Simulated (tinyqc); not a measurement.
Inside a calculation. Method: UHF in the sto-3g basis, for H2O, spin multiplicity 3. One step of it, computed by the program tinyqc.

Problem. Iteration 30 (converged): orbitals. Diagonalise F' = X^T F X, C = X C', fill 6 alpha and 4 beta electrons from the bottom; D(s) = C_occ C_occ^T. Each column has its largest component positive (the first on a tie).

converged F(alpha) (hartree), order 1O 1s, 1O 2s, 1O 2px, 1O 2py, 1O 2pz, 2H 1s, 3H 1s:
$$\begin{pmatrix}
-20.375019 & -5.195078 & 0.000000 & -0.002252 & -0.004717 & -0.458450 & -0.422295 \\
-5.195078 & -2.505794 & 0.000000 & -0.001205 & -0.043220 & -0.496678 & -0.457772 \\
0.000000 & 0.000000 & -0.568754 & 0.000000 & 0.000000 & 0.000000 & 0.000000 \\
-0.002252 & -0.001205 & 0.000000 & -0.069459 & 0.032725 & -0.307546 & 0.272417 \\
-0.004717 & -0.043220 & 0.000000 & 0.032725 & -0.495684 & -0.155401 & -0.137930 \\
-0.458450 & -0.496678 & 0.000000 & -0.307546 & -0.155401 & -0.438723 & -0.102685 \\
-0.422295 & -0.457772 & 0.000000 & 0.272417 & -0.137930 & -0.102685 & -0.446433
\end{pmatrix}$$

converged F(beta) (hartree), order 1O 1s, 1O 2s, 1O 2px, 1O 2py, 1O 2pz, 2H 1s, 3H 1s:
$$\begin{pmatrix}
-20.350754 & -5.170852 & 0.000000 & -0.002060 & -0.004050 & -0.455784 & -0.420063 \\
-5.170852 & -2.359380 & 0.000000 & -0.006057 & 0.019180 & -0.483734 & -0.447528 \\
0.000000 & 0.000000 & 0.306694 & 0.000000 & 0.000000 & 0.000000 & 0.000000 \\
-0.002060 & -0.006057 & 0.000000 & -0.403053 & 0.003793 & -0.284021 & 0.257892 \\
-0.004050 & 0.019180 & 0.000000 & 0.003793 & -0.370177 & -0.183625 & -0.168858 \\
-0.455784 & -0.483734 & 0.000000 & -0.284021 & -0.183625 & -0.006808 & -0.069373 \\
-0.420063 & -0.447528 & 0.000000 & 0.257892 & -0.168858 & -0.069373 & 0.074034
\end{pmatrix}$$

X, order 1O 1s, 1O 2s, 1O 2px, 1O 2py, 1O 2pz, 2H 1s, 3H 1s:
$$\begin{pmatrix}
-0.471170 & 0.057941 & 0.651622 & 0.000000 & -0.572107 & -0.021149 & 0.291706 \\
0.897303 & -0.079901 & -0.217669 & 0.000000 & -0.250066 & -0.023012 & 0.524799 \\
0.000000 & 0.000000 & 0.000000 & 1.000000 & 0.000000 & 0.000000 & 0.000000 \\
0.080581 & 0.803003 & -0.006904 & 0.000000 & -0.003797 & 0.664364 & 0.023073 \\
0.309798 & -0.020432 & 0.693311 & 0.000000 & 0.647196 & -0.003592 & 0.188893 \\
-0.591134 & -0.588962 & -0.267541 & 0.000000 & 0.228355 & 0.406410 & 0.391682 \\
-0.455051 & 0.675830 & -0.285589 & 0.000000 & 0.242565 & -0.436223 & 0.356670
\end{pmatrix}$$

Give: F' = X^T F X; orbital energies; coefficients C; F' = X^T F X; orbital energies; coefficients C; D(alpha) after iteration 30; D(beta) after iteration 30.

Solution.

F' = X^T F X (alpha) (hartree):
$$\begin{pmatrix}
-1.949 & 0.328 & 3.336 & 0.000 & -3.275 & -0.101 & 1.944 \\
0.328 & 0.231 & -0.447 & 0.000 & 0.489 & 0.211 & -0.295 \\
3.336 & -0.447 & -7.295 & 0.000 & 7.234 & 0.321 & -4.989 \\
0.000 & 0.000 & 0.000 & -0.569 & 0.000 & 0.000 & 0.000 \\
-3.275 & 0.489 & 7.234 & 0.000 & -8.303 & -0.325 & 5.515 \\
-0.101 & 0.211 & 0.321 & 0.000 & -0.325 & -0.491 & 0.246 \\
1.944 & -0.295 & -4.989 & 0.000 & 5.515 & 0.246 & -4.805
\end{pmatrix}$$

orbital energies (alpha) (hartree): MO1 -20.383, MO2 -1.264, MO3 -0.569, MO4 -0.540, MO5 -0.520, MO6 -0.233, MO7 0.328

coefficients C (alpha), order 1O 1s, 1O 2s, 1O 2px, 1O 2py, 1O 2pz, 2H 1s, 3H 1s:
$$\begin{pmatrix}
0.995 & -0.255 & 0.000 & 0.045 & 0.024 & 0.076 & -0.008 \\
0.022 & 0.981 & 0.000 & -0.218 & -0.116 & -0.414 & 0.047 \\
0.000 & 0.000 & 1.000 & 0.000 & 0.000 & 0.000 & 0.000 \\
0.000 & 0.001 & 0.000 & -0.199 & 0.413 & 0.080 & 0.937 \\
0.001 & 0.053 & 0.000 & 0.795 & 0.323 & -0.535 & 0.076 \\
-0.003 & 0.085 & 0.000 & 0.042 & 0.633 & 0.627 & -0.580 \\
-0.003 & 0.072 & 0.000 & 0.452 & -0.407 & 0.735 & 0.454
\end{pmatrix}$$

F' = X^T F X (beta) (hartree):
$$\begin{pmatrix}
-1.529 & 0.259 & 3.545 & 0.000 & -3.355 & -0.131 & 1.838 \\
0.259 & 0.341 & -0.500 & 0.000 & 0.501 & -0.208 & -0.286 \\
3.545 & -0.500 & -7.140 & 0.000 & 7.205 & 0.327 & -5.080 \\
0.000 & 0.000 & 0.000 & 0.307 & 0.000 & 0.000 & 0.000 \\
-3.355 & 0.501 & 7.205 & 0.000 & -8.212 & -0.349 & 5.588 \\
-0.131 & -0.208 & 0.327 & 0.000 & -0.349 & -0.458 & 0.223 \\
1.838 & -0.286 & -5.080 & 0.000 & 5.588 & 0.223 & -4.595
\end{pmatrix}$$

orbital energies (beta) (hartree): MO1 -20.358, MO2 -1.122, MO3 -0.504, MO4 -0.425, MO5 0.307, MO6 0.378, MO7 0.438

coefficients C (beta), order 1O 1s, 1O 2s, 1O 2px, 1O 2py, 1O 2pz, 2H 1s, 3H 1s:
$$\begin{pmatrix}
0.995 & -0.255 & 0.008 & 0.022 & 0.000 & 0.084 & 0.014 \\
0.021 & 0.986 & -0.040 & -0.121 & 0.000 & -0.450 & -0.075 \\
0.000 & 0.000 & 0.000 & 0.000 & 1.000 & 0.000 & 0.000 \\
0.000 & 0.010 & 0.841 & -0.076 & 0.000 & -0.149 & 0.598 \\
0.001 & -0.018 & 0.056 & 0.917 & 0.000 & -0.428 & -0.063 \\
-0.003 & 0.082 & 0.280 & 0.187 & 0.000 & 0.835 & -0.567 \\
-0.003 & 0.067 & -0.220 & 0.196 & 0.000 & 0.558 & 0.848
\end{pmatrix}$$

D(alpha) after iteration 30, order 1O 1s, 1O 2s, 1O 2px, 1O 2py, 1O 2pz, 2H 1s, 3H 1s:
$$\begin{pmatrix}
1.063 & -0.272 & 0.000 & 0.007 & -0.010 & 0.040 & 0.046 \\
-0.272 & 1.195 & 0.000 & -0.037 & 0.063 & -0.259 & -0.285 \\
0.000 & 0.000 & 1.000 & 0.000 & 0.000 & 0.000 & 0.000 \\
0.007 & -0.037 & 0.000 & 0.216 & -0.068 & 0.303 & -0.199 \\
-0.010 & 0.063 & 0.000 & -0.068 & 1.026 & -0.092 & -0.161 \\
0.040 & -0.259 & 0.000 & 0.303 & -0.092 & 0.802 & 0.228 \\
0.046 & -0.285 & 0.000 & -0.199 & -0.161 & 0.228 & 0.916
\end{pmatrix}$$

D(beta) after iteration 30, order 1O 1s, 1O 2s, 1O 2px, 1O 2py, 1O 2pz, 2H 1s, 3H 1s:
$$\begin{pmatrix}
1.056 & -0.234 & 0.000 & 0.003 & 0.026 & -0.017 & -0.017 \\
-0.234 & 0.990 & 0.000 & -0.014 & -0.131 & 0.047 & 0.051 \\
0.000 & 0.000 & 0.000 & 0.000 & 0.000 & 0.000 & 0.000 \\
0.003 & -0.014 & 0.000 & 0.713 & -0.022 & 0.223 & -0.199 \\
0.026 & -0.131 & 0.000 & -0.022 & 0.844 & 0.185 & 0.166 \\
-0.017 & 0.047 & 0.000 & 0.223 & 0.185 & 0.120 & -0.020 \\
-0.017 & 0.051 & 0.000 & -0.199 & 0.166 & -0.020 & 0.091
\end{pmatrix}$$
